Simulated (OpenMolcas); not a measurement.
**SOF2 (thionyl fluoride) at B97-2/ANO-R2 (DKH3)**

Aim: the vertical electron affinity of SOF2 (thionyl fluoride) at B97-2/ANO-R2 (DKH3), from 2 runs. 

The calculation is run with OpenMolcas 26.06.

### 1 The structure to begin with

SOF2: 4 atoms, total charge 0, spin state singlet. SMILES: `O=S(F)F`. The coordinates come from a PBE0-D4/def2-TZVP relaxation.

Bond lengths: O1–S2 1.419 Å, S2–F3 1.588 Å, S2–F4 1.588 Å. Angles: O1–S2–F3 106.5°, O1–S2–F4 106.4°, F3–S2–F4 93.0°.

### 2 A single-point energy at B97-2/ANO-R2 (DKH3)

job.inp

```
* F2OS Kohn-Sham DFT
>>> EXPORT MOLCAS_PRINT=2
&gateway
coord
4
angstrom
O        0.932400       0.066600      -1.017800
S       -0.151300      -0.426200      -0.245700
F       -1.124400       0.804200       0.000400
F        0.343300      -0.444600       1.263100
basis = ANO-R2
group = NoSym
&seward
relativistic = R03O02
expert
&scf
ksdft = HYB_GGA_XC_B97_2
prorbitals = 0
```

Launch:

```console
$ export MOLCAS_MEM=1860
$ pymolcas job.inp > job.log
```

Standard output:

```text
--- Start Module: gateway ---
[...]
--- Stop Module: gateway /rc=_RC_ALL_IS_WELL_ ---
--- Start Module: seward ---
[...]
 ###    WARNING:  EXPERT option is ON!                                       ###
 ###############################################################################
               SEWARD will generate:
[...]
      Basis functions          138
--- Stop Module: seward /rc=_RC_ALL_IS_WELL_ ---
[...]
--- Start Module: scf ---
[...]
       Convergence after  13 Iterations
[...]
::    Total KS-DFT energy                            -674.5023745053
[...]
      Total spin, S                                     0.0000000000
[...]
      Total electronic charge=   42.000000
      Total            charge=   -0.000000
[...]
      Dipole Moment (debye):
      Origin of the operator (angstrom)=   -0.0554   -0.0666   -0.0015
                   X= -1.1380E+00               Y= -1.2657E+00               Z=  7.0501E-02           Total=  1.7036E+00
      Quadrupole Moment (debye*angstrom):
[...]
--- Stop Module: scf /rc=_RC_ALL_IS_WELL_ ---
[...]
```

Wall time 50 s (1 thread of Arm Neoverse V1, shared host); peak memory 1.1 GiB.

### 3 The doublet anion at the same level

job.inp

```
>>> EXPORT MOLCAS_PRINT=2

&GATEWAY
 COORD
 4
 angstrom
 O        0.932400       0.066600      -1.017800
 S       -0.151300      -0.426200      -0.245700
 F       -1.124400       0.804200       0.000400
 F        0.343300      -0.444600       1.263100
 BASIS = ANO-R2
 GROUP = NoSym

&SEWARD
 RELATIVISTIC = R03O02
 EXPERT

&SCF
 UHF
 CHARGE = -1
 SPIN = 2
 KSDFT = HYB_GGA_XC_B97_2
 PRORBITALS = 0
```

Launch:

```console
$ export MOLCAS_MEM=1860
$ pymolcas job.inp > job.log
```

Standard output:

```text
--- Start Module: gateway ---
[...]
--- Stop Module: gateway /rc=_RC_ALL_IS_WELL_ ---
--- Start Module: seward ---
[...]
 ###    WARNING:  EXPERT option is ON!                                       ###
 ###############################################################################
               SEWARD will generate:
[...]
      Basis functions          138
--- Stop Module: seward /rc=_RC_ALL_IS_WELL_ ---
[...]
--- Start Module: scf ---
[...]
       Convergence after  18 Iterations
[...]
::    Total KS-DFT energy                            -674.4440014283
[...]
      Total spin, S                                     0.5022907107
[...]
      Total electronic charge=   43.000000
      Total            charge=   -1.000000
[...]
      Dipole Moment (debye):
      Origin of the operator (angstrom)=   -0.0554   -0.0666   -0.0015
                   X= -1.0720E+00               Y= -4.1442E-02               Z=  1.2049E+00           Total=  1.6133E+00
      Center of Charge (angstrom)
[...]
--- Stop Module: scf /rc=_RC_ALL_IS_WELL_ ---
[...]
```

Run time: 69 s. Hardware: 1 thread of Arm Neoverse V1, shared host; peak memory 1.1 GiB.

### 4 Summary of results

At B97-2/ANO-R2 (DKH3):

| quantity | value |
| --- | --- |
| singlet SOF2: total energy | -674.50237 Eh |
| singlet SOF2: dipole moment | 1.70 D |
| singlet SOF2: HOMO energy | -9.43 eV |
| singlet SOF2: LUMO energy | -1.18 eV |
| singlet SOF2: HOMO–LUMO gap | 8.25 eV |
| doublet anion: total energy | -674.44400 Eh |
| doublet anion: HOMO energy (highest over α and β) | 4.34 eV |
| doublet anion: LUMO energy (lowest over α and β) | 6.52 eV |
| doublet anion: ⟨S²⟩ | 0.755 |
| vertical electron affinity (to the doublet anion) | -1.588 eV |

The anion lies 1.59 eV (37 kcal/mol) above the neutral: the electron isn't bound at this level, and such a value depends on the basis. Without diffuse functions anions come out too high. Mulliken charges (singlet SOF2) run from -0.38 on O1 to +0.85 on S2. Mulliken charges (doublet anion) run from -0.58 on O1 to +0.32 on S2. The HOMO (doublet anion) lies at positive energy, 4.34 eV; only total energies tell whether the electron is bound.
